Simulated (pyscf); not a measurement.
Optimised with ωB97X-D3(BJ)/def2-SVP in PySCF. Correlated levels are frozen-core, on RHF or UHF. ΔMP2 is the change of the MP2 total energy from the triple- to the quadruple-zeta basis.

Estimate the classical barrier height and the reaction energy of H₂C=O (SMILES C=O) + H₂O (SMILES O) → HO–CH₂–OH (SMILES OCO) at CCSD(T)/def2-TZVPP + ΔMP2(QZVPP). The step runs on the singlet surface, breaks H–O and forms H–O, C–O; take the separated reactants as zero.

ΔE‡ = 148.7 kJ/mol, ΔE = -58.5 kJ/mol. Zero-point energy shifts the barrier by +7.0 kJ/mol. It is an addition across a multiple bond or ene-type step, with an imaginary mode of 1659i cm⁻¹. This is the saddle that the search found; another between the same sides may lie lower. The CCSD(T) − MP2 part came from Ansatz, without density fitting, on the same reference.
